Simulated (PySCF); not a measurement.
A family of related molecules: triple bonds. Gas-phase values, no solvent. Strings in code marks are SMILES.

B3LYP has the VWN-RPA correlation part, as in Gaussian. Excitations are Tamm–Dancoff values on a coarser integration grid. The basis has no diffuse functions, so Rydberg states are missing or too high.

A: `B=O`
B: `B=S`
C: `[Si-]#[O+]`
D: `[Si-]#[S+]`
E: `[O+]#[Ge-]`
F: `N=B`

**Question.** Put the candidates in order of hole reorganisation energy (four-point), lowest first, for B3LYP-D3(BJ)/def2-TZVP // PBE0-D4/def2-TZVP (PySCF).

**Answer.** C (0.004 eV), B (0.330 eV), D (0.357 eV), F (0.416 eV), E (0.603 eV), A (0.747 eV)
